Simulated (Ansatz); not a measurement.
Calculated with Ansatz (gas phase, PBE0-D4/def2-TZVP geometries, no zero-point term in ΔE). CCSD(T)/CBS is the MP2 limit (def2-TZVPP, def2-QZVPP) plus CCSD(T) − MP2 in def2-TZVPP, frozen cores. Double bonds are as drawn, so ΔE can hold a change between cis and trans. Each species was taken in one conformer, which may not be the lowest.

Reaction (substitution at a C–N bond): `C/N=C(\C)NC` + `OC(O)Cl` → `COC(O)Cl` + `C/N=C(\C)N`

`C/N=C(\C)NC`:

```xyz
16

C    -0.474    0.805   -1.953
N     0.120   -0.107   -1.011
C    -0.045    0.116    0.232
C    -0.848    1.244    0.817
N     0.571   -0.693    1.147
C     1.249   -1.887    0.717
H    -0.283    0.449   -2.967
H    -1.564    0.895   -1.839
H    -0.058    1.820   -1.883
H    -0.836    1.240    1.907
H    -1.885    1.187    0.478
H    -0.452    2.203    0.476
H     0.197   -0.683    2.078
H     0.575   -2.593    0.218
H     1.703   -2.368    1.584
H     2.030   -1.629    0.001
```

`OC(O)Cl`:

Z-matrix (Å, degrees):
```
C
O 1 1.368
Cl 1 1.794 2 111.9
O 1 1.382 2 113.2 3 -118.9
H 1 1.091 2 106.8 3 115.8
H 2 0.965 1 108.0 3 61.6
H 4 0.964 1 107.1 2 -59.5
```

`COC(O)Cl`:

Cartesian coordinates in Å:
```
C 0.056 1.257 -0.576
O -0.515 -0.038 -0.639
C 0.145 -0.947 0.155
O -0.056 -0.758 1.496
Cl -0.437 -2.563 -0.372
H 1.099 1.240 -0.913
H 0.013 1.666 0.438
H -0.527 1.884 -1.247
H 1.226 -0.935 -0.007
H -1.005 -0.805 1.666
```

`C/N=C(\C)N`:

```xyz
13

C     0.212   -1.565   -0.946
N     0.037   -1.101    0.405
C    -0.103    0.146    0.604
C    -0.068    1.209   -0.457
N    -0.372    0.594    1.877
H     0.367   -2.645   -0.937
H    -0.665   -1.367   -1.578
H     1.081   -1.114   -1.447
H    -0.863    1.035   -1.186
H    -0.198    2.210   -0.046
H     0.879    1.171   -1.000
H    -0.233   -0.099    2.595
H    -0.075    1.525    2.115
```

| species | CCSD(T)/CBS(def2) energy (Eh) |
| --- | --- |
| `C/N=C(\C)NC` | -267.61724 |
| `OC(O)Cl` | -649.97660 |
| `COC(O)Cl` | -689.22142 |
| `C/N=C(\C)N` | -228.36545 |

(1) Work out ΔE.

Largest T1 diagnostic among the species: 0.012.

## Answers

(1) ΔE = (-689.22142) + (-228.36545) − (-267.61724) − (-649.97660) = 0.00697 Eh = +18.3 kJ/mol.

In def2-TZVPP, CCSD(T) changes the Hartree–Fock value by +6.7 kJ/mol (the triples alone add +0.4 kJ/mol) and MP2 by +10.3 kJ/mol.
